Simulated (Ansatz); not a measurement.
C2H4O2S can be A, `CSC(=O)O`, or B, `SC1OCO1`.

Calculated with Ansatz (gas phase, PBE0-D4/def2-TZVP geometries, no zero-point term in ΔE). CBS: MP2 limit from def2 TZ/QZ plus the TZ coupled-cluster correction, frozen cores. Functionals use def2-TZVPP. B3LYP here is the variant with VWN-RPA as its local correlation; programs differ in this. One conformer a species, not always the lowest.

Task: Which isomer does CCSD(T)/CBS put lower? Give the gap. (Estimate.)

Result: Computed: A, by 200.1 kJ/mol.

Task: Give E(B) − E(A) in kJ/mol with PBE0-D4, CCSD(T)/def2-TZVPP, MP2/def2-TZVPP, r2SCAN-D4, CCSD(T)/def2-SVP, B3LYP-D4, ωB97M-V. (Best estimate.)

Result: Ansatz gave: PBE0-D4 200.4, CCSD(T)/def2-TZVPP 195.6, MP2/def2-TZVPP 207.8, r2SCAN-D4 215.4, CCSD(T)/def2-SVP 200.7, B3LYP-D4 212.2, ωB97M-V 199.3. None reverses the order clearly.

Task: Does the order hold for the free energy at 298.15 K (harmonic terms from PBE0-D4)? (An estimate is asked.)

Result: Ansatz gave: Yes: G(B) − G(A) = +198.7 kJ/mol, for one conformer each.

Largest T1 diagnostic: 0.015.

From r2SCAN to r2SCAN0 (25 % exact exchange), in def2-TZVPP and without D4, E(B) − E(A) moves by −9.1 kJ/mol. Leaving LDA and LC-ωPBE aside and taking each functional with its dispersion term where it has one, the values, not all of them listed here, spread over 28.2 kJ/mol, from ωB97X-V to BLYP-D4. LDA lies −11.9 kJ/mol from PBE without D4.
